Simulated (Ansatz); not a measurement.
## Ansatz (development build ahead of 0.2.0) run

```yaml
crystal:
  periodic: [false, false, false]
  atoms:
    - { symbol: O, position_ang: [0.0, 0.0, -0.54916] }
    - { symbol: O, position_ang: [0.0, 0.0, 0.54916] }
basis:
  gaussian: { orbitals: cc-pVDZ }
total_charge: 1
magnetization:
  spin_polarized: true
  initial_magnetization: 1
hamiltonian:
  xc: hf
correlation:
  method: mp2
  frozen_orbitals: { O: 1 }
```

The input is written out in the form of the current development build from the run's settings.

Output:

```yaml
Converged: yes
Reference_energy: -149.18622 hartree
Correlation_energy: -0.32316 hartree
Total_energy: -149.50938 hartree
Spin_squared_of_the_determinant: 1.045
```

Caution: the unrestricted determinant is spin contaminated; MP2 on this radical cation hangs on the determinant chosen.
